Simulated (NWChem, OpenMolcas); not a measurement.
## NWChem → OpenMolcas

This NWChem 7.3.0 job computes PF3 (phosphorus trifluoride):

f3p.nw:
```
start f3p
title "F3P"
memory stack 880 mb heap 220 mb global 1100 mb

geometry units au noautosym nocenter noautoz
  F    1.57678748  -1.25326637   1.65256550
  P   -0.56219352   0.59450784   0.74133956
  F   -2.00670017  -1.31619425  -1.01459396
  F    0.99210622   1.97514175  -1.37950007
end

basis spherical bse
  * library aug-cc-pVDZ
end

dft
  xc becke88 perdew86
  grid fine
  convergence energy 1e-08
  maxiter 100
  mulliken
end

task dft gradient
```

```bash
$ nwchem f3p.nw > f3p.out
```

The shape is that of a PBE0-D4/def2-TZVP optimisation.

The shape is far from stationary at this level.

It gives a total energy of -641.033805 Eh.

Q: Translate the job to OpenMolcas 26.06 as an input file of the program's own.

A: One way, which was run:

test.input:
```
* F3P Kohn-Sham DFT
>>> EXPORT MOLCAS_PRINT=2

&GATEWAY
 BASLIB=$CurrDir
 BASISSET
 F.aug-cc-pVDZ....
 F1 0.834400 -0.663200 0.874500 angstrom
 F3 -1.061900 -0.696500 -0.536900 angstrom
 F4 0.525000 1.045200 -0.730000 angstrom
 End of Basis
 BASISSET
 P.aug-cc-pVDZ....
 P2 -0.297500 0.314600 0.392300 angstrom
 End of Basis

&SEWARD
 GRIDINPUT
 Grid=UltraFine
 End of Grid

&SCF
 KSDFT=2
 1.0 GGA_X_B88
 1.0 GGA_C_P86
 THRESHOLDS=1e-10 1e-07 1e-07 1e-05
 PRORBITALS=1 1

&ALASKA
```

```bash
$ export MOLCAS_MEM=1860
$ pymolcas test.input > test.log
```

(Basis files named in the input come from the Basis Set Exchange and aren't shown.)

Its energy is -641.033808 Eh, 0.003 mEh from the first.
